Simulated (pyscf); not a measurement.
Thermochemistry of product channels of Cl–InH–Cl + H• on the doublet surface, in kcal/mol, from ωB97M-D3(BJ)/def2-TZVP energies (ideal gas, 1 atm, RRHO with modes under 100 cm⁻¹ raised to 100, one conformer, R ln 2 for chiral ones without a mode under 150 cm⁻¹). PySCF, gas phase, ωB97X-D3(BJ)/def2-SVP geometries.

```csv
products,ΔE,ΔH(298 K),ΔG(900 K),ΔG(1200 K)
[Cl–In–Cl]• + H₂,-37.5,-35.1,-37.9,-38.4
Cl• + Cl–In [singlet] + H₂,+5.7,+8.0,-15.4,[?]
HCl + InH [singlet] + Cl•,+49.9,+51.7,+25.3,+17.3
Cl• + Cl–InH₂,+19.9,+22.2,+21.4,[?]
HCl + [Cl–InH]•,[?],-11.1,-18.5,-20.1
```

Task: Some entries are withheld; supply them.

Result: 
- Cl• + Cl–In [singlet] + H₂, ΔG(1200 K): -22.7
- Cl• + Cl–InH₂, ΔG(1200 K): +21.6
- HCl + [Cl–InH]•, ΔE: -13.4

These are energies of the channels, which say nothing of barriers. Left out: orbital degeneracy and the spin-orbit lowering of Cl. Elements past Kr carry the def2 core potentials, without spin-orbit coupling.
